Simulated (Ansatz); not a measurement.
**TO(Γ) frequency of some tetrahedrally bonded semiconductors and semimetals, all zinc-blende**

Method: LDA (Ansatz, an electronic-structure program, PAW). References are measured values at room or unstated temperature, uncorrected unless marked, so that the deviations hold thermal and zero-point effects besides the level's error. The table is a random draw of 8 from 10 solids with such references.

Values in cm⁻¹.

```tsv
solid	reference	LDA	deviation (%)
zinc-blende CdTe	138	148	+7.2
3C-SiC	796	798	+0.3
zinc-blende ZnSe	213	218	+2.3
zinc-blende InP	307	304	-1.0
zinc-blende ZnS	277	291	+5.1
zinc-blende GaP	366	365	-0.3
cubic BN	1055	1068	+1.2
zinc-blende AlAs	361	358	-0.8
```

Over these 8 solids the mean deviation is +1.8 %, the mean absolute deviation 2.3 % (median 1.1 %), and the worst case zinc-blende CdTe at +7.2 %; the value is too high in 5 of 8 cases. Over all 10, from unrounded values, the mean deviation is +1.7 % and the mean absolute deviation 2.3 % (median 1.2 %).

Spin–orbit coupling is left out, also for the solids with elements from indium on (zinc-blende CdTe, zinc-blende InP); its size isn't shown.

Differences are worked out from the printed values.

Each level is taken at its own relaxed cell. Ansatz's density-functional and Hartree–Fock values are scalar-relativistic unless marked +SOC, with PAW data made under PBE.

Ansatz's runs of these crystals have no spin polarisation.

Not in this set, of the tetrahedrally bonded semiconductors and semimetals with a reference value in our tables and a result at some level: 5 for a reference of another kind, counted apart; 5 for a doubt noted on the run at LDA. These can be a level's best or worst cases. At least 2 more with a reference value are held back for tests. Solids without a released value at any level aren't counted. Layered and molecular crystals are counted apart. The metals Ce to Yb are counted apart.

References as tabulated in Gopal et al., Improved predictions of the physical properties of Zn- and …; Wang et al. (1996), arXiv:mtrl-th/9510002; Talwar et al. (2016), doi:10.1080/14686996.2016.1222495; Ioffe Institute, NSM Archive: InP, mechanic properties page and others.
